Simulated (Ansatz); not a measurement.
## C3H5 (charge +1), singlet: energies of several shapes or isomers

Program: Ansatz, Gaussian basis, development build. Basis aug-cc-pVDZ, nonrelativistic, 3 orbitals frozen in the corrections; active space CAS(2,3). Restricted Hartree–Fock, then the lowest state-specific CASSCF solution met for each case. Coupled cluster stands on the determinant that it favours, not always the lowest RHF. On stretched bonds single-reference methods can fail or change state. Unlike active orbitals can shift such differences by tenths of an eV, at times by over 1 eV.

Case A:

```xyz
8

C    -0.0549    0.4994    0.0088
C     0.0032   -0.1936   -1.1860
C     0.0442   -0.2307    1.1786
H    -0.1740    1.5777    0.0278
H     0.6095    0.1521   -2.0197
H    -0.5607   -1.1133   -1.3290
H     0.0068    0.2451    2.1556
H     0.1636   -1.3122    1.1564
```

Case B:

```xyz
8

C     0.0000   -0.5026    0.0000
C     0.0000    0.2134   -1.1826
C     0.0000    0.2134    1.1826
H     0.0000   -1.5877    0.0000
H     0.0000   -0.2806   -2.1512
H     0.0000    1.3017   -1.1794
H     0.0000   -0.2806    2.1512
H     0.0000    1.3017    1.1794
```

Energy less that of case A, in eV:

```
case  RHF/ROHF  CASSCF  CCSD(T)
   B    -0.659  -0.649   -0.570
```

Give the SC-NEVPT2 energies against case A.

B: -0.592 eV (-13.7 kcal/mol).
